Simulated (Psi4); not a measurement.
# C4N2 (2-butynedinitrile): CCSD(T)/cc-pVDZ

Aim: the energy change on altering one bond length of C4N2 (2-butynedinitrile) at CCSD(T)/cc-pVDZ, from 2 runs. 

The results are computed with Psi4 1.11.

1 further run of the same task is left out (set aside as unsound or not needed).

**1. The system as given**

The species is C4N2 (6 atoms), meant as a singlet with charge 0. SMILES: `N#CC#CC#N`. The coordinates come from a PBE0-D4/def2-TZVP relaxation.

Bond lengths: N1–C2 1.155 Å, C2–C3 1.363 Å, C3–C4 1.207 Å, C4–C5 1.363 Å, C5–N6 1.155 Å. Angles: N1–C2–C3 180.0°, C2–C3–C4 180.0°, C3–C4–C5 180.0°, C4–C5–N6 180.0°.

**2. A single-point energy at CCSD(T)/cc-pVDZ**

File c4n2.json:

```json
{
 "schema_name": "qcschema_input",
 "schema_version": 1,
 "molecule": {
  "schema_name": "qcschema_molecule",
  "schema_version": 2,
  "symbols": ["N", "C", "C", "C", "C", "N"],
  "geometry": [0.03237101, -5.70784217, 1.49089943, 0.02022007, -3.59584646, 0.93972301, 0.00597153, -1.10314652, 0.28893912, -0.00661404, 1.10352447, -0.28752183, -0.02029566, 3.59586536, -0.93959073, -0.03165291, 5.70744533, -1.4924301],
  "molecular_charge": 0,
  "molecular_multiplicity": 1,
  "fix_symmetry": "c1",
  "fix_com": true,
  "fix_orientation": true
 },
 "driver": "energy",
 "model": {
  "method": "ccsd(t)",
  "basis": "cc-pVDZ"
 },
 "keywords": {
  "puream": true,
  "e_convergence": 1e-09,
  "d_convergence": 1e-08,
  "scf_type": "pk",
  "num_frozen_docc": 6
 }
}
```

Launch:

```bash
psi4 --qcschema c4n2.json -n 1 --memory 2200MB
```

stdout:

```text
[...]
  Running in c1 symmetry.
[...]
  Nuclear repulsion =  144.352590562515644
[...]
  Multiplicity = 1
[...]
  Nalpha       = 19
  Nbeta        = 19
[...]
    Number of basis functions: 84
[...]
   @RHF iter   1:  -260.19674444292673   -1.49460e+00   4.90234e-03 DIIS/ADIIS
[...]
   @RHF iter  11:  -260.28860042373356   -3.18323e-12   7.96313e-09 DIIS
[...]
    Orbital Energies [Eh]
    ---------------------
    Doubly Occupied:
       1A    -15.645043     2A    -15.645041     3A    -11.357489
       4A    -11.353914     5A    -11.344382     6A    -11.344382
       7A     -1.280831     8A     -1.277783     9A     -1.147727
      10A     -0.987754    11A     -0.881388    12A     -0.616312
      13A     -0.614228    14A     -0.597532    15A     -0.597532
      16A     -0.543267    17A     -0.543267    18A     -0.439148
      19A     -0.439148
[...]
  @RHF Final Energy:  -260.28860042373356
   => Energetics <=
    Nuclear Repulsion Energy =            144.3525905625156440
    One-Electron Energy =                -635.9700455202748799
    Two-Electron Energy =                 231.3288545340256803
    Total Energy =                       -260.2886004237335555
[...]
 Multipole Moments:
 ------------------------------------------------------------------------------------
     Multipole            Electronic (a.u.)      Nuclear  (a.u.)        Total (a.u.)
 ------------------------------------------------------------------------------------
 L = 1.  Multiply by 2.5417464519 to convert [e a0] to [Debye]
 Dipole X            :         -0.0009827            0.0007181           -0.0002646
 Dipole Y            :          0.0005368           -0.0003968            0.0001400
 Dipole Z            :          0.0019802           -0.0014173            0.0005629
 Magnitude           :                                                    0.0006376
[...]
      * MP2 total energy                      = -261.086747545773051
[...]
      * CCSD total energy                     = -261.089175164481674
[...]
      * CCSD(T) total energy                  = -261.129833484748531
[...]
```

The result, in JSON:

```text
{
 "driver": "energy",
 "model": {
  "method": "ccsd(t)",
  "basis": "cc-pVDZ"
 },
 "success": true,
 "return_result": -261.12983348474853,
 "properties": {
  "calcinfo_nbasis": 84,
  "calcinfo_nmo": 84,
  "calcinfo_nalpha": 19,
  "calcinfo_nbeta": 19,
  "calcinfo_natom": 6,
  "nuclear_repulsion_energy": 144.35259056251564,
  "return_energy": -261.12983348474853,
  "scf_one_electron_energy": -635.9700455202749,
  "scf_two_electron_energy": 231.32885453402568,
  "scf_dipole_moment": [-0.00026463389219063063, 0.00014001487918413602, 0.0005629460607805559],
  "scf_total_energy": -260.28860042373356,
  "scf_iterations": 11,
  "mp2_same_spin_correlation_energy": -0.22005225758236868,
  "mp2_opposite_spin_correlation_energy": -0.5780948644573094,
  "mp2_singles_energy": -7.275725808032703e-26,
  "mp2_doubles_energy": -0.7981471220396781,
  "mp2_correlation_energy": -0.7981471220396781,
  "mp2_total_energy": -261.08674754577305,
  "ccsd_same_spin_correlation_energy": -0.18073208737044788,
  "ccsd_opposite_spin_correlation_energy": -0.6198426533778417,
  "ccsd_singles_energy": 0.0,
  "ccsd_doubles_energy": -0.8005747407482896,
  "ccsd_correlation_energy": -0.8005747407482902,
  "ccsd_total_energy": -261.0891751644817,
  "ccsd_iterations": 19,
  "ccsd_prt_pr_correlation_energy": -0.8412330610151422,
  "ccsd_prt_pr_total_energy": -261.12983348474853
 }
}
```

Run time: 2.4 min. Hardware: 1 thread of Intel Xeon at 2.50GHz (Skylake/Cascade Lake), shared host; peak memory 0.49 GiB.

**3. The distorted shape, same level**

File c4n2.py:

```python
import psi4

psi4.set_memory(2200000000)
psi4.set_num_threads(1)
psi4.set_output_file('run.log', False)

geom = psi4.geometry("""
0 1
N      0.03407365    -6.02450736     1.57380738
C      0.02192271    -3.91251165     1.02263096
C      0.00767418    -1.41981171     0.37184708
C     -0.00491140     0.78685928    -0.20461388
C     -0.01859302     3.27920017    -0.85668277
N     -0.03165291     5.70744533    -1.49243010
units au
symmetry c1
""")

psi4.set_options({
    'basis': 'cc-pVDZ',
    'puream': True,
    'e_convergence': 1e-09,
    'd_convergence': 1e-08,
    'scf_type': 'pk',
    'num_frozen_docc': 6,
})

E = psi4.energy("ccsd(t)")
print(f'total energy {E:.8f} hartree = {E * 27.211386:.5f} eV')
```

Launch:

```bash
python c4n2.py
```

run.log:

```text
[...]
  Running in c1 symmetry.
[...]
  Nuclear repulsion =  140.754371537992512
[...]
  Multiplicity = 1
[...]
  Nalpha       = 19
  Nbeta        = 19
[...]
    Number of basis functions: 84
[...]
   @RHF iter   1:  -260.13191891593976   -1.74715e+00   4.74889e-03 ADIIS/DIIS
[...]
   @RHF iter  13:  -260.22182099148148   -3.12639e-12   3.99785e-09 DIIS
[...]
    Orbital Energies [Eh]
    ---------------------
    Doubly Occupied:
       1A    -15.693059     2A    -15.648630     3A    -11.387644
       4A    -11.362600     5A    -11.358224     6A    -11.347291
       7A     -1.282541     8A     -1.205958     9A     -1.144603
      10A     -0.994070    11A     -0.889818    12A     -0.619036
      13A     -0.615637    14A     -0.592922    15A     -0.592922
      16A     -0.521226    17A     -0.521226    18A     -0.422945
      19A     -0.422945
[...]
  @RHF Final Energy:  -260.22182099148148
   => Energetics <=
    Nuclear Repulsion Energy =            140.7543715379925118
    One-Electron Energy =                -628.7057893442914747
    Two-Electron Energy =                 227.7295968148175120
    Total Energy =                       -260.2218209914814793
[...]
 Multipole Moments:
 ------------------------------------------------------------------------------------
     Multipole            Electronic (a.u.)      Nuclear  (a.u.)        Total (a.u.)
 ------------------------------------------------------------------------------------
 L = 1.  Multiply by 2.5417464519 to convert [e a0] to [Debye]
 Dipole X            :          0.0003052            0.0000006            0.0003058
 Dipole Y            :         -0.1004912           -0.0003068           -0.1007980
 Dipole Z            :          0.0268572            0.0000827            0.0269400
 Magnitude           :                                                    0.1043365
[...]
      * MP2 total energy                      = -261.067399551989240
[...]
      * CCSD total energy                     = -261.054023696965146
[...]
      * CCSD(T) total energy                  = -261.101626151192932
```

The script printed:

```text
total energy -261.10162615 hartree = -7104.93713 eV
```

Wall time 2.2 min (1 thread of Intel Xeon at 2.50GHz (Skylake/Cascade Lake), shared host); peak memory 0.49 GiB.

**4. Results**

At CCSD(T)/cc-pVDZ, 6 core orbitals frozen:

```
                                                         quantity          value
                                        first shape: total energy  -261.12983 Eh
                 first shape: HOMO energy (Hartree–Fock orbitals)      -11.95 eV
                 first shape: LUMO energy (Hartree–Fock orbitals)        0.66 eV
               first shape: HOMO–LUMO gap (Hartree–Fock orbitals)       12.61 eV
         first shape: correlation energy (6 core orbitals frozen)     -841.2 mEh
                                      first shape: (T) correction     -40.66 mEh
                                       first shape: T1 diagnostic          0.014
                                    distorted shape: total energy  -261.10163 Eh
             distorted shape: HOMO energy (Hartree–Fock orbitals)      -11.51 eV
             distorted shape: LUMO energy (Hartree–Fock orbitals)        0.03 eV
           distorted shape: HOMO–LUMO gap (Hartree–Fock orbitals)       11.54 eV
     distorted shape: correlation energy (6 core orbitals frozen)     -879.8 mEh
                                  distorted shape: (T) correction     -47.60 mEh
                                   distorted shape: T1 diagnostic          0.016
energy change with the C5–N6 bond stretched from 1.155 to 1.328 Å       0.768 eV
```

What this shows: With the C5–N6 bond stretched from 1.155 to 1.328 Å the energy rises by 0.77 eV (74.1 kJ/mol). The first shape isn't relaxed at this level, so the change isn't measured from a minimum. The triples (first shape) make up 4.8 % of the correlation energy. The triples (distorted shape) make up 5.4 % of the correlation energy.
